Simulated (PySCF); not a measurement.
Choosing a molecule for a target property.

Species are written as SMILES; each is one conformer at its optimised geometry, gas phase, non-relativistic unless stated. Electronic properties by PySCF.

Dipoles, sizes and rotational constants follow the conformer. The torsions of the flexible species, by atom-mapped SMILES:
- `[CH3:1][C:2](=[O:3])[SiH2:4][SiH3:5]`: C1–C2–Si4–Si5 -108°
- `[CH2:1]=[CH:2][CH2:3][c:4]1[cH:5][cH:6][cH:7][cH:8][cH:9]1`: C1–C2–C3–C4 -120°, C2–C3–C4–C5 51°
- `[cH:1]1[cH:2][c:3]([CH:4]2[CH2:5][CH2:6]2)[cH:7][cH:8][n:9]1`: C2–C3–C4–C5 -36°

Question: Wanted: lowest triplet excitation (Tamm–Dancoff) between 3 eV and 3.6 eV (TDA CAM-B3LYP/def2-SVPD) and HOMO energy below -9 eV (CAM-B3LYP/def2-SVPD), at PBE0-D3(BJ)/def2-SVP geometries. Which candidate meets both?
A. `CC(=O)[SiH2][SiH3]`
B. `[Ge-]#[S+]`
C. `C=CCc1ccccc1`
D. `n1cncnc1`

Answer: B. Computed values:
```csv
species,lowest triplet excitation (Tamm–Dancoff),HOMO energy
CC(=O)[SiH2][SiH3],2.95 eV,-8.37 eV
[Ge-]#[S+],3.12 eV,-9.22 eV
C=CCc1ccccc1,4.05 eV,-8.21 eV
n1cncnc1,4.22 eV,-9.60 eV
```

Question: Wanted: smallest rotational constant between 1.2 GHz and 2 GHz (PBE0-D3(BJ)/def2-SVP) and static isotropic polarisability below 100 au (CAM-B3LYP/def2-SVPD), at PBE0-D3(BJ)/def2-SVP geometries. Which candidate meets both?
A. `c1cc(C2CC2)ccn1`
B. `C=CCc1ccccc1`
C. `[S](C)[GaH2]`
D. `CC(=O)[SiH2][SiH3]`

Answer: D. Computed values:
```
           species  smallest rotational constant  static isotropic polarisability
      C=CCc1ccccc1                     0.833 GHz                         105.1 au
   c1cc(C2CC2)ccn1                     0.951 GHz                          96.0 au
CC(=O)[SiH2][SiH3]                     1.477 GHz                          87.8 au
      [S](C)[GaH2]                     2.402 GHz                          66.2 au
```

Question: Wanted: electronic spatial extent ⟨r²⟩ about the centre of nuclear charge between 300 bohr² and 700 bohr² (CAM-B3LYP/def2-SVPD) and HOMO–LUMO gap below 8.6 eV (CAM-B3LYP/def2-SVPD), at PBE0-D3(BJ)/def2-SVP geometries. Which candidate meets both?
A. `c1ncncn1`
B. `[S+]#[Ge-]`
C. `C[S][GaH2]`
D. `CC(=O)[SiH2][SiH3]`

Answer: C. Computed values:
| species | electronic spatial extent ⟨r²⟩ about the centre of nuclear charge | HOMO–LUMO gap |
| --- | --- | --- |
| [S+]#[Ge-] | 223 bohr² | 7.81 eV |
| c1ncncn1 | 386 bohr² | 9.03 eV |
| C[S][GaH2] | 510 bohr² | 7.91 eV |
| CC(=O)[SiH2][SiH3] | 910 bohr² | 8.18 eV |

Question: Wanted: dipole moment below 1 D (CAM-B3LYP/def2-SVPD) and vertical ionisation energy above 10.4 eV (ΔSCF CAM-B3LYP/def2-SVPD), at PBE0-D3(BJ)/def2-SVP geometries. Which candidate meets both?
A. `c1ncncn1`
B. `[S+]#[Ge-]`
C. `c1cccc(CC=C)c1`
D. `c1cc(C2CC2)ccn1`
E. `CC(=O)[SiH2][SiH3]`

Answer: A. Computed values:
```
           species  dipole moment  vertical ionisation energy
          c1ncncn1         0.00 D                    10.60 eV
    c1cccc(CC=C)c1         0.17 D                     8.83 eV
        [S+]#[Ge-]         2.39 D                    10.22 eV
CC(=O)[SiH2][SiH3]         2.61 D                     9.07 eV
   c1cc(C2CC2)ccn1         3.13 D                     9.31 eV
```
